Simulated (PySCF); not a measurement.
Method: PySCF with TPSSh-D3(BJ)/def2-TZVP. Isolated molecules, 0 K electronic values unless said otherwise. 

Reference species (SMILES): `[C]#C` (neutral, multiplicity 2).

* **dipole moment**: 0.80 D

Changed species: `[S]C` (radical fragment; the reference has radical fragment).

Task: What does the change do to the dipole moment?

Result: the dipole moment rises by 0.95 D, to 1.75 D.
